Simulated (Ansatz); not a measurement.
**[SiH3]+ (SMILES [SiH3+]): methods side by side**

The species is [SiH3]+ (4 atoms), meant as a singlet with charge +1. SMILES: `[SiH3+]`. Geometry: relaxed at PBE0-D4/def2-TZVP.

```xyz
4

Si    0.0000    0.0000    0.0000
H     0.6869    0.6754    1.1130
H    -0.1184   -1.4672   -0.0099
H    -0.5685    0.7917   -1.1031
```

Each level gives the energy change with the Si1–H3 bond stretched from 1.472 to 1.840 Å (eV). The values are calculated.

| level | kind | program | value (eV) | less FCI/6-31G* | CPU time (all runs) |
| --- | --- | --- | --- | --- | --- |
| HF/6-31G* (spherical functions) (restricted) | Hartree–Fock | Ansatz | 1.03 | +0.24 | 0.3 s |
| BLYP/6-31G* (spherical functions) (restricted) | GGA | Ansatz | 0.73 | -0.06 | 1.7 s |
| r2SCAN/6-31G* (spherical functions) (restricted) | meta-GGA | Ansatz | 0.82 | +0.03 | 3.7 s |
| B3LYP/6-31G* (spherical functions) (restricted) | global hybrid | Ansatz | 0.82 | +0.03 | 1.8 s |
| RPA@PBE/6-31G* (spherical functions) (restricted) | RPA | Ansatz | 0.76 | -0.03 | 2.3 s |
| CCSDT(Q)/6-31G* (spherical functions) (restricted) | coupled cluster or CI | Ansatz | 0.79 | 0.00 | 1 s |
| CCSDTQ/6-31G* (spherical functions) (restricted) | coupled cluster or CI | Ansatz | 0.79 | 0.00 | 6.3 s |
| FCI/3-21G | exact in the basis | Ansatz | 0.65 | -0.14 | 0.98 s |
| FCI/6-31G* (spherical functions) | exact in the basis | Ansatz | 0.79 | 0.00 | 3.3 s |

FCI/6-31G* (spherical functions) is exact within its basis and frozen core, so for wave-function methods in that basis the difference is their error; functionals converge differently with the basis, so for them it is only a difference. The first shape isn't each level's own minimum. The values span 0.65 to 1.03 eV. High-level rows in very small sets aren't better than simpler rows in larger ones. CPU times are rough (shared hosts, several kinds of processor): they show what a rung costs within a factor of a few.
